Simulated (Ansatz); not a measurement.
A calculation with Ansatz (development build ahead of 0.2.0).

```yaml
crystal:
  periodic: [false, false, false]
  atoms:
    - { symbol: C, position_ang: [0.03056, 0.00431, -0.03933] }
    - { symbol: H, position_ang: [0.66074, 0.61981, 0.67378] }
    - { symbol: H, position_ang: [0.68276, -0.63754, -0.64442] }
    - { symbol: H, position_ang: [-0.59546, 0.61695, -0.60705] }
    - { symbol: H, position_ang: [-0.67409, -0.62323, 0.60613] }
basis:
  gaussian: { orbitals: cc-pVTZ }
hamiltonian:
  xc: hf
correlation:
  method: mp2
  frozen_orbitals: { C: 1, H: 0 }
```

The input is written out in the form of the current development build from the run's settings.

Output:

```
Converged                       : yes
Reference energy                : -40.20771 hartree
Correlation energy              : -0.19871 hartree
Total energy                    : -40.40641 hartree
Spin squared of the determinant : 0.000
```
